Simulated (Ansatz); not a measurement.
**Al₂H₂ (triplet): wave-function methods side by side at distance Al1–H3 = 1.575 Å, cc-pVDZ**

How much of the correlation energy of Al₂H₂ (triplet) does each wave-function method recover here?

Method: cc-pVDZ, core rule «outside noble gas», up to 10 orbitals frozen; program: Ansatz 0.2.0, Gaussian basis.

Plan: UHF; CCSD(T) on ROHF; CCSD(T) on UHF; BCCD(T) on ROHF; CISD; CCSDT(Q) on ROHF; CCSDT(Q) on UHF; CASSCF and MRCISD+Q, 4 electrons in 4 orbitals; CASSCF and NEVPT2, 4 electrons in 4 orbitals; CASSCF and MRCISD+Q, 8 electrons in 10 orbitals; CASSCF and NEVPT2, 8 electrons in 10 orbitals.

20 further runs of the same task are left out: 16 that didn't finish, 4 set aside as unsound or not needed.

**1. The geometry**

The geometry derives from a PBE0/def2-TZVP stationary point (not a proven minimum). One bond is set to the value named and the two fragments are kept rigid.

4 atoms, charge 0, spin multiplicity 3.

Atoms are counted from 1 here; the program's logs count them from 0.

Bond lengths: Al1–Al2 2.300 Å, Al1–H3 1.575 Å, Al2–H4 1.575 Å. Angles: Al2–Al1–H3 180.0°, Al1–Al2–H4 180.0°.

Coordinates:

```xyz
4
Al2H2
Al    0.0000    0.0000    1.1500
Al    0.0000    0.0000   -1.1500
H     0.0000    0.0000    2.7245
H     0.0000    0.0000   -2.7245
```

**2. UHF**

in.yaml reads:

```yaml
crystal:
  periodic: [false, false, false]
  atoms:
    - {symbol: Al, position_ang: [0.000000, 0.000000, 1.150006]}
    - {symbol: Al, position_ang: [0.000000, 0.000000, -1.150006]}
    - {symbol: H, position_ang: [0.000000, 0.000000, 2.724549]}
    - {symbol: H, position_ang: [0.000000, 0.000000, -2.724549]}
basis:
  gaussian: {orbitals: cc-pVDZ}
magnetization: {spin_polarized: true, initial_magnetization: 2}
hamiltonian: {xc: hf}
output: {orbitals: {seedname: orbitals}}
```

Command:

```
$ ansatz run in.yaml --threads 1 --pin off --events-out ev --progress --plain --max-ram 2393MiB
```

Further steps of the session: CCSD(T) on ROHF; CCSD(T) on UHF; BCCD(T) on ROHF; CISD; CCSDT(Q) on ROHF; CCSDT(Q) on UHF; CASSCF and MRCISD+Q, 4 electrons in 4 orbitals; CASSCF and NEVPT2, 4 electrons in 4 orbitals; CASSCF and MRCISD+Q, 8 electrons in 10 orbitals; CASSCF and NEVPT2, 8 electrons in 10 orbitals.

Q: Predict the results of all the runs planned. Wanted: UCCSDT(Q) below the RHF energy; RMP2 from UCCSDT(Q); UMP2 from UCCSDT(Q); RCCSD from UCCSDT(Q); RCCSD(T) from UCCSDT(Q); UCCSD(T) from UCCSDT(Q); RCCSDT(Q) from UCCSDT(Q); NEVPT2 pair from UCCSDT(Q); MRCISD+Q pair from UCCSDT(Q).

**Answer**, as computed:

```
                         quantity                                                       value
   UCCSDT(Q) below the RHF energy                                                  -3.8626 eV
              RMP2 from UCCSDT(Q)                                                 +1002.6 meV
              UMP2 from UCCSDT(Q)                                                 +1011.5 meV
             RCCSD from UCCSDT(Q)                                                  +170.0 meV
          RCCSD(T) from UCCSDT(Q)                                                   +45.4 meV
          UCCSD(T) from UCCSDT(Q)                                                   +45.7 meV
         RCCSDT(Q) from UCCSDT(Q)                                                    +0.2 meV
       NEVPT2 pair from UCCSDT(Q)                                                 +1030.5 meV
     MRCISD+Q pair from UCCSDT(Q)                                                   +26.7 meV
    NEVPT2 valence from UCCSDT(Q)                                                  +689.8 meV
levels within 1 kcal/mol (43 meV)  RCCSDT, UCCSDT, RCCSDT(Q), MRCISD+Q pair, MRCISD+Q valence
                    T1 diagnostic                                                       0.023
   effectively unpaired electrons                                                        2.04
```

**Reading.** RCCSD(T) misses by +45.4 meV, 1.2 % of the correlation energy. One determinant dominates. Of the multireference levels listed MRCISD+Q valence comes nearest in total energy (-6.9 meV), which doesn't show that its space is the better one. These misses are within one basis, not against nature; the frozen cores of restricted and unrestricted runs differ, which can shift their rows.
